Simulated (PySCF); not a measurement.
**Electronic absorption of butanenitrile**

Butanenitrile, C₄H₇N.
Cartesian coordinates in Å at the PBE0-D3(BJ)/def2-TZVP level; atoms count from 1:
```xyz
12
C4H7N angstrom
C     -1.2156   -0.4829    0.5280
C     -0.0776    0.5170    0.6099
C      0.7612    0.5744   -0.6685
C      1.4142   -0.6921   -0.9620
N      1.9192   -1.7025   -1.1765
H     -1.7913   -0.4946    1.4550
H     -1.9003   -0.2359   -0.2878
H     -0.8394   -1.4938    0.3540
H      0.5775    0.2740    1.4508
H     -0.4673    1.5218    0.7945
H      1.5337    1.3445   -0.5919
H      0.1330    0.8364   -1.5259
```

Computed, not measured: TDDFT CAM-B3LYP/aug-cc-pVTZ, vertical, gas phase, core orbitals frozen in the response (PySCF). One conformer (not necessarily the lowest) at the PBE0-D3(BJ)/def2-TZVP geometry, without solvent, vibrations or thermal averaging.

| state | E (eV) | λ (nm) | f | main configurations (H = HOMO, L = LUMO) |
| --- | --- | --- | --- | --- |
| S1 | 7.68 | 161.3 | 0.0000 | H→L+9 (30%), H→L (13%), H-1→L+10 (9%) |
| S2 | 7.98 | 155.4 | 0.0073 | H-1→L+9 (23%), H-1→L (20%), H→L+10 (18%) |
| S3 | 8.02 | 154.7 | 0.0011 | H-1→L+10 (30%), H-1→L+8 (14%), H→L+9 (11%) |
| S4 | 8.37 | 148.1 | 0.0042 | H→L (42%), H→L+3 (20%) |
| S5 | 8.41 | 147.5 | 0.014 | H-1→L (49%), H-1→L+3 (15%) |
| S6 | 8.81 | 140.7 | 0.0050 | H-2→L (78%) |
| S7 | 9.06 | 136.9 | 0.022 | H-1→L+2 (22%), H-1→L+1 (13%), H-3→L (10%) |
| S8 | 9.08 | 136.6 | 0.047 | H→L+2 (52%), H-1→L+2 (20%) |
| S9 | 9.12 | 135.9 | 0.020 | H-1→L+2 (36%), H→L+2 (14%), H-1→L+1 (13%) |
| S10 | 9.18 | 135.0 | 0.021 | H→L+1 (36%), H-1→L+1 (23%) |

Triplets, Tamm–Dancoff:

| state | E (eV) | λ (nm) | main configurations (H = HOMO, L = LUMO) |
| --- | --- | --- | --- |
| T1 | 6.42 | 193.1 | H-1→L+9 (20%), H→L+10 (17%) |
| T2 | 6.96 | 178.0 | H→L+9 (27%), H-1→L+10 (19%) |
| T3 | 6.97 | 177.8 | H→L+10 (24%), H-1→L+9 (21%), H→L+8 (10%) |
| T4 | 7.73 | 160.3 | H-1→L+10 (22%), H→L+9 (16%), H-1→L+8 (11%) |

The lowest singlet comes at 161 nm (741 kJ/mol) in the vacuum ultraviolet; it is dark (f under 0.0005); its leading configuration is HOMO→LUMO+9 (30%). The strongest level in the table is S8 at 9.08 eV (137 nm, f = 0.047). Löwdin shares by element: HOMO (one of a set within 0.03 eV) nitrogen 44%, carbon 42% or more, hydrogen 4% or more; LUMO hydrogen 65% or more (atoms not listed hold the other 35%). Orbital energies (eV): HOMO-3 -11.82, HOMO-2 -11.48, HOMO-1 -10.72, HOMO -10.72, LUMO 0.03, LUMO+1 0.49, LUMO+2 0.53. The listed states span 1.50 eV, and the widest gap between neighbours is 0.41 eV (S5 to S6). Of the 10 states listed, 5 reach f = 0.01 and 1 stays under 0.0005. Only the lowest 10 singlets were computed, as vertical energies without vibronic structure.

Hardware: Intel Xeon at 2.50 GHz, 2 threads, no GPU, shared host with 64 logical CPUs at a one-minute load of 62. Cost: 2.4 min wall, 4.4 min CPU, 1.9 GiB resident at most.
